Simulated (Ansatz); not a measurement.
The input, for Ansatz 0.2.0:

```yaml
crystal:
  periodic: [false, false, false]
  atoms:
    - {symbol: Al, position_ang: [0.000000, 0.000000, 0.000000]}
    - {symbol: S, position_ang: [0.000000, 0.000000, 2.432000]}
basis:
  gaussian: {orbitals: 6-31G}
magnetization: {spin_polarized: true, initial_magnetization: 3}
hamiltonian: {xc: hf}
output: {orbitals: {seedname: orbitals}}
```

```sh
$ ansatz run in.yaml --threads 1 --pin off --events-out ev --progress --plain --max-ram 2393MiB
```

The program prints:

```
278 factors; integrals over basis functions are off by at most 1.1e-4 eV
mean field evaluation 1: about -17396.2257 eV, gradient 4.6e0 eV
mean field evaluation 2: about -17396.2314 eV, gradient 4.6e0 eV
mean field evaluation 4: about -17396.7876 eV, gradient 9.9e-1 eV
mean field evaluation 8: about -17396.8549 eV, gradient 1.7e-1 eV
mean field evaluation 16: about -17396.8852 eV, gradient 2.0e-1 eV
mean field evaluation 32: about -17396.2257 eV, gradient 4.6e0 eV
mean field evaluation 64: about -17397.0517 eV, gradient 1.8e-2 eV
mean field evaluation 96: about -17396.8410 eV, gradient 5.4e-1 eV
mean field evaluation 128: about -17396.2768 eV, gradient 3.4e0 eV
mean field -17397.02369667 eV, -639.3288287263 hartree, gradient 4.2e-6 eV, S^2 3.774865; 6 other end points of the search recorded, 0 dependent functions left out
reference -17397.02369667 eV, -639.3288287263 hartree; 16, 13 occupied and 10, 13 virtual orbitals, 278 factors
Total energy: -17397.02369667 eV, -639.3288287263 hartree
```

Ran on 1 thread of INTEL XEON PLATINUM 8581C, shared host: 0.36 s wall, 0.08 GiB peak host memory.
